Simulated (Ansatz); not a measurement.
# CH₆Si (singlet): wave-function methods side by side at distance C1–H5 along a hydrogen transfer = 1.090 Å, cc-pVDZ

An exercise on one series of results from a longer session: the logs are not shown, and one member is left open.

Method: cc-pVDZ, core rule «outside noble gas», up to 6 orbitals frozen; program: Ansatz 0.2.0, Gaussian basis.

Plan: UHF; CCSD(T) on RHF; CCSD(T) on UHF; BCCD(T) on RHF; CISD; CCSDT(Q) on RHF; CASSCF and NEVPT2, 2 electrons in 2 orbitals; CASSCF and NEVPT2, 8 electrons in 8 orbitals.

8 further runs of the same task are left out: 6 that didn't finish, 2 set aside as unsound or not needed.

### What is computed

The geometry derives from fragments relaxed apart (PBE0/def2-TZVP) and kept rigid, so it is no stationary point. A hydrogen atom is moved between rigid fragments.

8 atoms, charge 0, spin multiplicity 1.

Atoms are counted from 1 here; the program's logs count them from 0.

Bond lengths: C1–H2 1.090 Å, C1–H3 1.090 Å, C1–H4 1.090 Å, C1–H5 1.090 Å, Si6–H7 1.526 Å, Si6–H8 1.526 Å. Angles: H2–C1–H3 109.5°, H2–C1–H4 109.5°, H2–C1–H5 109.5°, H3–C1–H4 109.5°, H3–C1–H5 109.5°, H4–C1–H5 109.5°, H7–Si6–H8 91.2°.

As a file:

```xyz
8
charge 0, multiplicity 1
C    -2.1149    0.0382    0.0000
H    -2.4781    1.0655    0.0000
H    -2.4781   -0.4755    0.8897
H    -2.4781   -0.4755   -0.8897
H    -1.0253    0.0382    0.0000
Si    1.0861    0.0382    0.0000
H     1.6983   -0.8361    1.0900
H     1.6983   -0.8361   -1.0900
```

Set-up of the first run:

in.yaml

```yaml
crystal:
  periodic: [false, false, false]
  atoms:
    - {symbol: C, position_ang: [-2.114878, 0.038195, -0.000001]}
    - {symbol: H, position_ang: [-2.478084, 1.065495, -0.000001]}
    - {symbol: H, position_ang: [-2.478084, -0.475456, 0.889668]}
    - {symbol: H, position_ang: [-2.478084, -0.475456, -0.889669]}
    - {symbol: H, position_ang: [-1.025261, 0.038195, 0.000000]}
    - {symbol: Si, position_ang: [1.086122, 0.038195, 0.000000]}
    - {symbol: H, position_ang: [1.698302, -0.836090, 1.090013]}
    - {symbol: H, position_ang: [1.698302, -0.836089, -1.090012]}
basis:
  gaussian: {orbitals: cc-pVDZ}
magnetization: {spin_polarized: true, initial_magnetization: 0}
hamiltonian: {xc: hf}
output: {orbitals: {seedname: orbitals}}
```

Command:

```bash
$ ansatz run in.yaml --threads 1 --pin off --events-out ev --progress --plain --max-ram 2393MiB
```

Among the steps run: UHF; CCSD(T) on RHF; CCSD(T) on UHF; BCCD(T) on RHF; CISD; CCSDT(Q) on RHF; CASSCF and NEVPT2, 2 electrons in 2 orbitals; CASSCF and NEVPT2, 8 electrons in 8 orbitals.

One of the session's tables, all rows but one given; the rest of the session is left out.

It belongs to the step «Misses and costs». 

| method | from RCCSDT(Q) (kJ/mol) |
| --- | --- |
| RHF | ? |
| UHF | +820.7 |
| RMP2 | +153.1 |
| CISD | +103.4 |
| RCCSD | +22.0 |
| RCCSD(T) | +3.6 |
| BCCD(T) | +3.6 |
| RCCSDT | +0.8 |
| RCCSDT(Q) | 0 |
| CASSCF pair | +778.4 |
| NEVPT2 pair | +149.6 |

**Question.** Estimate the row for RHF.

The run gave: from RCCSDT(Q) (kJ/mol): +826.0. In the column «from RCCSDT(Q) (kJ/mol)» it is the highest.

Not comparable, so not listed: CCSD(T) on UHF (they don't share determinant, frozen orbitals or solution with the rows shown, or repeat one).

Caveats from the session: Left out of the table: CASSCF frontier, NEVPT2 frontier (the active space lost an orbital or holds another state than full CI finds). Warnings: restricted reference is unstable; spin contamination. Warnings in the runs' records: passed over end.
